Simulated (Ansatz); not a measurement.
**What a trial cell of ZnSb₂ relaxes into**

All numbers below come from DFT r2SCAN, scalar-relativistic, plane waves, PAW in Ansatz 0.2.0. Cutoff 500 eV, Γ-centred k mesh, Gaussian smearing, no spin polarisation in the final step.

ZnSb₂ was placed on the cadmium chloride structure type (R-3m, No. 166), with Zn in place of Cd, Sb in place of Cl, at a guessed volume.

```yaml
crystal:
  lattice:
    - [1.94270, 1.12162, 5.86746]
    - [-1.94270, 1.12162, 5.86746]
    - [0.00000, -2.24324, 5.86746]
  atoms:
    - { symbol: Zn, position: [0.00000, 0.00000, 0.00000] }
    - { symbol: Sb, position: [0.75000, 0.75000, 0.75000] }
    - { symbol: Sb, position: [0.25000, 0.25000, 0.25000] }
```

Cell and atoms relax at zero pressure; the relaxation can't lower the symmetry of the start. After a coarse first stage the cell is made exact in the group found at 0.06 Å.

Energies over the elements count from the elements' standard structures at the same level, with no empirical corrections.

(1) What does it relax into?

(2) What are its volume, energy, density and gap?

Answers

(1) It keeps R-3m (No. 166). The result has the cadmium chloride structure. Conventional cell: a = 4.139 Å, c = 15.196 Å. Zn is coordinated by 6 Sb at 2.83 Å; Sb is coordinated by 3 Zn at 2.83 Å and 3 Sb at 3.14 Å.

Space group R-3m:H (No. 166). a = 4.139 Å, b = 4.139 Å, c = 15.196 Å, α = 90.00°, β = 90.00°, γ = 120.00°
```json
{"atom": "Zn", "site": "3a", "symmetry": "-3m", "x": "0.0000", "y": "0.0000", "z": "0.0000"}
{"atom": "Sb", "site": "6c", "symmetry": "3m", "x": "0.0000", "y": "0.0000", "z": "0.7662"}
```

(2) The volume per atom is 25.06 Å³ and the density is 6.82 g/cm³. The energy over the elements is 0.17 eV/atom. The gap on the 12×12×12 mesh is 0 eV (a metal).

The final run used a 12×12×12 mesh on its 3-atom cell and 0.10 eV smearing. For metals, differences of a few meV/atom aren't resolved. Spin–orbit coupling is left out. Symmetry constrained the relaxation, so the result can be a saddle point.

Cost: 3 runs of about 3.9 core-minutes in all, on Intel Xeon 6975P-C (Granite Rapids) (shared hosts).